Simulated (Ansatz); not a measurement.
Debugging a composite energy at a relaxed geometry of CH₅BN, SMILES C[B]N (Ansatz's Python interface).

The script, `composite.py`:
```python
"""Relax CH5BN cheaply, then refine its energy."""

import itertools

import ansatz as az
from ase.data import atomic_numbers, covalent_radii
import numpy as np


def main() -> None:
    system = (
        az.Crystal.molecule()
        .atom("C", (-0.6976, 0.7373, -0.4413))
        .atom("B", (-0.2904, -0.7068, -0.1428))
        .atom("N", (1.0919, -0.9823, 0.3357))
        .atom("H", (-1.7259, 0.7879, -0.8027))
        .atom("H", (-0.0979, 1.2053, -1.2635))
        .atom("H", (-0.6632, 1.4134, 0.4651))
        .atom("H", (1.2501, -0.5161, 1.2834))
        .atom("H", (1.2249, -1.9958, 0.5104))
    )

    base = (
        system.calculation()
        .basis(gaussian="def2-SVP")
        .functional("b3lyp", dispersion="d3bj")
        .spin("collinear", total=1)
    )
    symbols = [site.symbol for site in system.cartesian_sites]
    start = np.array([site.position_ang for site in system.cartesian_sites], dtype=float)
    report = base.relax(force_tolerance=0.01, max_steps=30).report
    end = np.array(report["positions_ang"])
    # pairs closer than 1.2 times the sum of covalent radii, before or after
    radius = [covalent_radii[atomic_numbers[s]] for s in symbols]
    span = lambda where, i, j: np.linalg.norm(where[i] - where[j])
    bonded = [(i, j) for i, j in itertools.combinations(range(len(symbols)), 2) if min(span(start, i, j), span(end, i, j)) < 1.2 * (radius[i] + radius[j])]
    print("pair        before    after (A)")
    for i, j in bonded:
        print(f"{symbols[i]}{i}-{symbols[j]}{j}".ljust(10), f"{span(start, i, j):8.4f} {span(end, i, j):8.4f}")
    for first, second in list(itertools.combinations(bonded, 2)):
        shared = set(first) & set(second)
        if shared and symbols[(j := shared.pop())] != "H":
            i, k = sorted((set(first) | set(second)) - {j})
            u, v = end[i] - end[j], end[k] - end[j]
            angle = np.degrees(np.arccos(np.clip(u @ v / np.linalg.norm(u) / np.linalg.norm(v), -1, 1)))
            print(f"final angle {symbols[i]}{i}-{symbols[j]}{j}-{symbols[k]}{k}: {angle:.2f} deg")

    minimum = az.Crystal.molecule()
    for symbol, place in zip(symbols, end):
        minimum = minimum.atom(symbol, place.tolist())
    at_minimum = minimum.calculation().spin("collinear", total=1)
    # MP2 extrapolated to the basis limit, plus the small-basis difference CCSD(T) - MP2
    level = lambda method, basis: at_minimum.basis(gaussian=basis).correlation(method).run(threads=1, backend="cpu").report
    small, large, cluster = level("mp2", "cc-pVDZ"), level("mp2", "cc-pVTZ"), level("ccsd_t", "cc-pVDZ")
    corr = lambda each: (each["free_energy_ev"] - each["reference_energy_ev"]) / 27.211386246
    mp2_limit = (27 * corr(large) - 8 * corr(small)) / 19
    pieces = {"HF / cc-pVTZ": large["reference_energy_ev"] / 27.211386246, "MP2 correlation, DZ-TZ limit": mp2_limit, "CCSD(T) - MP2 / cc-pVDZ": corr(cluster) - corr(small)}
    for name, value in pieces.items():
        print(f"{name:32s} {value:14.6f} Ha")
    print(f"{'sum':32s} {sum(pieces.values()):14.6f} Ha")
    print("T1 diagnostic", round(cluster["correlation"]["coupled_cluster"]["t1_diagnostic"], 4))


if __name__ == "__main__":
    main()
```

Running `python composite.py` prints:
```text
Traceback (most recent call last):
  File "composite.py", line 65, in <module>
    main()
    ~~~~^^
  File "composite.py", line 31, in main
    report = base.relax(force_tolerance=0.01, max_steps=30).report
             ^^^^^^^^^^^^^^^^^^^^^^^^^^^^^^^^^^^^^^^^^^^^^^^^^^^^^
AttributeError: 'Calculation' object has no attribute 'report'
```

Find the fault and give the corrected script.

The fault: the calculation is never run. The correction:

The script, `composite.py`:
```python
"""Relax CH5BN cheaply, then refine its energy."""

import itertools

import ansatz as az
from ase.data import atomic_numbers, covalent_radii
import numpy as np


def main() -> None:
    system = (
        az.Crystal.molecule()
        .atom("C", (-0.6976, 0.7373, -0.4413))
        .atom("B", (-0.2904, -0.7068, -0.1428))
        .atom("N", (1.0919, -0.9823, 0.3357))
        .atom("H", (-1.7259, 0.7879, -0.8027))
        .atom("H", (-0.0979, 1.2053, -1.2635))
        .atom("H", (-0.6632, 1.4134, 0.4651))
        .atom("H", (1.2501, -0.5161, 1.2834))
        .atom("H", (1.2249, -1.9958, 0.5104))
    )

    base = (
        system.calculation()
        .basis(gaussian="def2-SVP")
        .functional("b3lyp", dispersion="d3bj")
        .spin("collinear", total=1)
    )
    symbols = [site.symbol for site in system.cartesian_sites]
    start = np.array([site.position_ang for site in system.cartesian_sites], dtype=float)
    report = base.relax(force_tolerance=0.01, max_steps=100).run(threads=1, backend="cpu").report
    end = np.array(report["positions_ang"])
    # pairs closer than 1.2 times the sum of covalent radii, before or after
    radius = [covalent_radii[atomic_numbers[s]] for s in symbols]
    span = lambda where, i, j: np.linalg.norm(where[i] - where[j])
    bonded = [(i, j) for i, j in itertools.combinations(range(len(symbols)), 2) if min(span(start, i, j), span(end, i, j)) < 1.2 * (radius[i] + radius[j])]
    print("pair        before    after (A)")
    for i, j in bonded:
        print(f"{symbols[i]}{i}-{symbols[j]}{j}".ljust(10), f"{span(start, i, j):8.4f} {span(end, i, j):8.4f}")
    for first, second in list(itertools.combinations(bonded, 2)):
        shared = set(first) & set(second)
        if shared and symbols[(j := shared.pop())] != "H":
            i, k = sorted((set(first) | set(second)) - {j})
            u, v = end[i] - end[j], end[k] - end[j]
            angle = np.degrees(np.arccos(np.clip(u @ v / np.linalg.norm(u) / np.linalg.norm(v), -1, 1)))
            print(f"final angle {symbols[i]}{i}-{symbols[j]}{j}-{symbols[k]}{k}: {angle:.2f} deg")

    minimum = az.Crystal.molecule()
    for symbol, place in zip(symbols, end):
        minimum = minimum.atom(symbol, place.tolist())
    at_minimum = minimum.calculation().spin("collinear", total=1)
    # MP2 extrapolated to the basis limit, plus the small-basis difference CCSD(T) - MP2
    level = lambda method, basis: at_minimum.basis(gaussian=basis).correlation(method).run(threads=1, backend="cpu").report
    small, large, cluster = level("mp2", "cc-pVDZ"), level("mp2", "cc-pVTZ"), level("ccsd_t", "cc-pVDZ")
    corr = lambda each: (each["free_energy_ev"] - each["reference_energy_ev"]) / 27.211386246
    mp2_limit = (27 * corr(large) - 8 * corr(small)) / 19
    pieces = {"HF / cc-pVTZ": large["reference_energy_ev"] / 27.211386246, "MP2 correlation, DZ-TZ limit": mp2_limit, "CCSD(T) - MP2 / cc-pVDZ": corr(cluster) - corr(small)}
    for name, value in pieces.items():
        print(f"{name:32s} {value:14.6f} Ha")
    print(f"{'sum':32s} {sum(pieces.values()):14.6f} Ha")
    print("T1 diagnostic", round(cluster["correlation"]["coupled_cluster"]["t1_diagnostic"], 4))


if __name__ == "__main__":
    main()
```

With that change:

```console
$ python composite.py
pair        before    after (A)
C0-B1        1.5298   1.5657
C0-H3        1.0911   1.1034
C0-H4        1.1201   1.1033
C0-H5        1.1313   1.1085
B1-N2        1.4885   1.3834
N2-H6        1.0679   1.0214
N2-H7        1.0370   1.0137
final angle B1-C0-H3: 110.57 deg
final angle B1-C0-H4: 110.75 deg
final angle B1-C0-H5: 113.24 deg
final angle C0-B1-N2: 127.77 deg
final angle H3-C0-H4: 106.10 deg
final angle H3-C0-H5: 107.93 deg
final angle H4-C0-H5: 107.96 deg
final angle B1-N2-H6: 123.28 deg
final angle B1-N2-H7: 123.69 deg
final angle H6-N2-H7: 113.03 deg
HF / cc-pVTZ                        -119.949041 Ha
MP2 correlation, DZ-TZ limit          -0.509143 Ha
CCSD(T) - MP2 / cc-pVDZ               -0.048376 Ha
sum                                 -120.506560 Ha
T1 diagnostic 0.0134
```

Caveats:
- Total energies depend on the basis set; only differences at equal settings carry meaning.
- The sum leaves out core correlation, relativity, the Hartree-Fock basis error and zero-point energy; a DZ-TZ extrapolation is rough.
- The species is open-shell (spin multiplicity 2).
- b3lyp holds the VWN-RPA fit, as in Gaussian; the form of ORCA and Turbomole is b3lyp5.
- Inner cores stay frozen, so this is valence correlation.
- An extrapolation from small basis sets is rough.
- Wall time of the script: 39 s on 1 thread of Arm Neoverse V2, with other jobs on the host, peak memory 0.37 GiB.

(A comment or docstring line of the script was reworded after the run, the code is as it ran.)
